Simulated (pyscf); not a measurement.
Optimised with ωB97X-D3(BJ)/def2-SVP in PySCF.

**Question.** `[O]=[SiH][F]` + `[OH2]` → `[O]=[SiH][OH]` + `[FH]`
Surface: singlet. Broken: F–Si, H–O. Formed: O–Si, F–H. Give ΔE‡ and ΔE from B3LYP-D3(BJ)/def2-TZVP, relative to the separated reactants.

**Answer.** ΔE‡ = 0.10 eV, ΔE = +0.16 eV. CCSD(T)/def2-TZVPP + ΔMP2(QZVPP) gives 0.17 eV and +0.15 eV. Zero-point energy shifts the barrier by +0.04 eV. It is a four-centre exchange, with an imaginary mode of 613i cm⁻¹. On the reactant side the descent ends in an adduct with a O–Si contact, 1.13 eV under the separated species and 1.17 eV under the saddle at ωB97X-D3(BJ)/def2-TZVP. On the product side the descent ends in an adduct with a F–Si contact, 0.25 eV under the separated species and 0.16 eV under the saddle at ωB97X-D3(BJ)/def2-TZVP. At B3LYP-D3(BJ) the saddle lies under the separated products, which points to a path from their complex (located at ωB97X-D3(BJ) alone), and parting the products costs more than the saddle. What is counted as formed (O–Si) is already present as a longer contact in the reactant adduct; forming that adduct is a step of its own. What is counted as broken (F–Si) persists as a longer contact in the product adduct; parting that adduct is a step of its own. At ωB97X-D3(BJ) the barrier from the zero used here is 0.04 eV. O=SiH–F lies 0.69 eV over its isomer HO–Si:–F [singlet] (electronic energy, ωB97M-D3(BJ)). O=SiH–OH lies 0.43 eV over its isomer HO–Si:–OH [singlet] (electronic energy, ωB97M-D3(BJ)). One saddle was located; it need not be the lowest between these sides. The CCSD(T) − MP2 part came from Ansatz, without density fitting, on the same reference.
